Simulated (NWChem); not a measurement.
System: AlCl$_{3}$; SMILES [Cl][Al]([Cl])[Cl]

Input file for NWChem:

```
start job
memory heap 200 mb stack 900 mb global 1100 mb
geometry units angstroms noautoz
  Al     0.000000     0.000000     0.002297
  Cl    -2.037473     0.455994    -0.000159
  Cl     1.413639     1.536506    -0.000159
  Cl     0.623834    -1.992500    -0.000159
end
basis spherical
  Al library 6-31g*
  Cl library 6-31g*
end
dft
  xc xpbe96 cpbe96
  iterations 150
  mulliken
end
task dft energy
```

Structure relaxed at the B3LYP/6-31G* (spherical d) level.

Problem. Give the results of this calculation. (PBE/6-31G* (spherical d).) Quantities: energy (Ha); highest occupied level (eV); orbital gap (eV).

Solution. 
```
Item                            Value
---------------------------  --------
energy (Ha)                  -1622.45
highest occupied level (eV)     -7.96
orbital gap (eV)                 5.57
```
